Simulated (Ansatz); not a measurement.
The cluster MgSi2, relaxed as a singlet with RKS r2SCAN-D4/def2-TZVP in Ansatz, starting from the GFN2-xTB geometry. Force threshold 0.02 eV/Å.

The structure comes from a short search, and lower isomers may exist.

Start:

Cartesian coordinates in Å:
```
Mg -0.3771 0.8467 -1.2106
Si 0.6108 -1.1944 -0.0627
Si -0.2337 0.3477 1.2733
```

Question: Estimate the energy that the relaxation releases and the steps that it takes.

Answer: 0.2 kcal/mol, in 3 steps; 7 s on 2 threads of Arm Neoverse V2 on a shared host. No frequencies were taken in this run, so the end may be a saddle point.

Question: Does the start keep its bonding and symmetry?

Answer: By distances, no bond broke or formed. The bond that changes most is Mg1–Si2, from 2.54 to 2.50 Å (atoms count from 1). Point group C2v at the start, C2v at the end, both within 0.05 Å.

Question: Predict the relaxed structure.

Answer: 
```xyz
3

Mg   -0.3707    0.8325   -1.1919
Si    0.6036   -1.1799   -0.0670
Si   -0.2329    0.3474    1.2589
```
Bond lengths: 2 × Mg–Si 2.50 Å; 1 × Si–Si 2.19 Å.
